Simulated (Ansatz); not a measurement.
A nudged elastic band was laid between two geometries of C3H4FN (9 atoms, charge 0, multiplicity 1).

Computed with RKS LDA/6-31G* (Ansatz).

```yaml
movable_images: 7
climbing_image: yes
spring: 5.0 eV/Å²
optimiser: quadratic models (default)
start_path: IDPP
force_threshold: 0.05 eV/Å
iteration_limit: 60
end_points: relaxed
```

Initial state:

```xyz
9
Properties=species:S:1:pos:R:3
N -1.068 1.086 -0.499
C -0.064 0.212 -0.225
C 0.972 -0.536 -0.471
F 1.878 -0.967 -1.330
C 0.310 -0.847 0.810
H -1.442 1.587 0.310
H -0.918 1.695 -1.306
H -0.339 -1.743 0.919
H 0.759 -0.532 1.775
```

Final state:

```xyz
9
Properties=species:S:1:pos:R:3
N -0.791 1.357 -0.321
C -0.059 0.217 -0.222
C 0.856 -0.651 -0.546
F 1.815 -1.031 -1.371
C 0.314 -0.843 0.812
H -1.703 1.330 0.142
H -0.837 1.775 -1.253
H -0.398 -1.666 1.032
H 0.894 -0.536 1.710
```

Which bonds break or form, and what moves?

No bond is made or broken. The height of N1 over the plane of its neighbours goes from 0.26 to -0.27 Å. The two ends are copies of one structure, up to a mirror image or an exchange of like atoms.

Give the energies along the band, and the barrier.

The run converged. The highest image is number 4 of 0 to 8, 0.038 eV above the ends, which have the same energy within 2 meV. A vibrational analysis at the climbing image gives one clearly imaginary mode, 413i cm⁻¹: a first-order saddle point.

| image | path coordinate (Å) | energy (eV) | height of N1 over the plane of its neighbours (Å) |
| --- | --- | --- | --- |
| 0 | 0.00 | 0.000 | 0.26 |
| 1 | 0.10 | 0.002 | 0.26 |
| 2 | 0.20 | 0.010 | 0.20 |
| 3 | 0.30 | 0.028 | 0.11 |
| 4 | 0.40 | 0.038 | 0.00 |
| 5 | 0.50 | 0.028 | -0.11 |
| 6 | 0.60 | 0.010 | -0.21 |
| 7 | 0.70 | 0.002 | -0.26 |
| 8 | 0.80 | 0.000 | -0.27 |

What is the geometry of the highest image?


```xyz
9
Properties=species:S:1:pos:R:3
N -0.909 1.223 -0.434
C -0.045 0.209 -0.241
C 0.928 -0.614 -0.513
F 1.863 -1.035 -1.347
C 0.311 -0.842 0.807
H -1.590 1.459 0.281
H -0.901 1.769 -1.292
H -0.386 -1.692 0.978
H 0.818 -0.522 1.744
```

What are the harmonic wavenumbers there?

413i, 63, 254, 361, 447, 488, 726, 826, 949, 1047, 1084, 1095, 1260, 1372, 1499, 1580, 2048, 2904, 2947, 3543, 3657 cm⁻¹.

Time of the run: 74 s on 1 thread of Arm Neoverse V1 (shared host), peak memory 0.15 GiB.
